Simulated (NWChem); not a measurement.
System: CHO cation

```xyz
3

C      0.0000     0.0000    -0.5086
O      0.0000     0.0000     0.5958
H      0.0000     0.0000    -1.6198
```
Atoms are numbered in this order, from 1.

Geometry: optimised at PBE0/def2-SVP.

Question: List the 4 lowest vertical singlet excitations from CAM-B3LYP/def2-SVPD, TDA (NWChem).

Answer: 
```json
[
 {"state": "S1", "energy (eV)": "9.46", "oscillator strength": "0.000", "leading excitation (squared amplitude)": "HOMO−1 → LUMO+1 (0.50)"},
 {"state": "S2", "energy (eV)": "9.88", "oscillator strength": "0.000", "leading excitation (squared amplitude)": "HOMO−1 → LUMO (0.49)"},
 {"state": "S3", "energy (eV)": "9.88", "oscillator strength": "0.000", "leading excitation (squared amplitude)": "HOMO−1 → LUMO+1 (0.49)"},
 {"state": "S4", "energy (eV)": "11.68", "oscillator strength": "0.003", "leading excitation (squared amplitude)": "HOMO−2 → LUMO+1 (0.97)"}
]
```
